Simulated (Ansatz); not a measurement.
The input, for Ansatz 0.2.0:

```yaml
crystal:
  periodic: [false, false, false]
  atoms:
    - {symbol: F, position_ang: [0.000000, 0.000000, 0.000000]}
    - {symbol: Mg, position_ang: [0.000000, 0.000000, 3.118000]}
basis:
  gaussian: {orbitals: cc-pVDZ}
total_charge: 1
correlation: {active_space: {window: {electrons: 6, orbitals: 4}}}
output: {forces: true}
```

```sh
$ ansatz run in.yaml --threads 1 --pin off --events-out ev --progress --plain --max-ram 2393MiB
```

Log:

```
291 factors; integrals over basis functions are off by at most 1.2e-3 eV
mean field evaluation 1: about -8113.6265 eV, gradient 8.3e1 eV
mean field evaluation 2: about -8113.6269 eV, gradient 8.3e1 eV
mean field evaluation 4: about -8116.8793 eV, gradient 6.9e1 eV
mean field evaluation 8: about -8125.5428 eV, gradient 4.3e0 eV
mean field evaluation 16: about -8125.5826 eV, gradient 7.8e-7 eV
mean field evaluation 32: about -8125.5381 eV, gradient 4.3e0 eV
mean field -8125.58263622 eV, -298.6096541634 hartree, gradient 2.7e-6 eV, S^2 0.000000; 1 other end points of the search recorded, 0 dependent functions left out
reference -8125.58263622 eV, -298.6096541634 hartree; 10, 10 occupied and 22, 22 virtual orbitals, 291 factors
state -8129.12215195 eV, -298.7397289671 hartree
the orbitals are reached from those of the next higher spin: the first search ends at -8129.10482963 eV, -298.7390923837 hartree
the calculation of the forces begins
Total energy: -8129.12215195 eV, -298.7397289671 hartree
Atom 0 at     0.000000     0.000000     0.000000 Å, force     0.000000     0.000000     0.032865 eV/Å
Atom 1 at     0.000000     0.000000     3.118000 Å, force    -0.000000    -0.000000    -0.032865 eV/Å
Dipole moment:     0.000000    -0.000000     1.209737 e Å
```

The active space holds one configuration alone, so it describes no static correlation.

Natural occupations: 2.0000 2.0000 1.0000 1.0000.

Forces (eV/Å):
```
F    0.000  0.000  0.033
Mg   0.000  0.000 -0.033
```

Ran on 1 thread of AMD EPYC 7B13, shared host: 0.88 s wall, 0.09 GiB peak host memory.
